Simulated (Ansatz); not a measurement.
We consider 1T (CdI2-type) TaSe2 (undistorted form, which takes a superstructure on cooling), described by PBEsol (plane waves, PAW; Ansatz, a first-principles code).

Settings: plane-wave cutoff 520 eV, 18×18×10 k mesh (along the axes of the cell as run), Fermi–Dirac smearing 0.05 eV, scalar-relativistic PAW data made under PBE.

The cell is scaled about its equilibrium volume:

Shape and atoms are relaxed at each volume.

```tsv
V (Å³/atom)	P (GPa)	c (Å)	a (Å)
20.469	1.57	6.104	3.408
20.895	0.68	6.189	3.420
21.322	0.00	6.281	3.429
21.748	-0.48	6.381	3.436
22.175	-0.80	6.485	3.442
```

Note: the cell comes from a level without a dispersion term, which matters for the spacing of layers, chains or molecules; the relaxation could not lower the start's symmetry, so the cell can be a saddle point above a distorted one; the bulk modulus comes from volumes at which shape and atoms were relaxed; the cell has widely spaced layers and the level no dispersion term, so their spacing and the moduli can rest on weak binding.
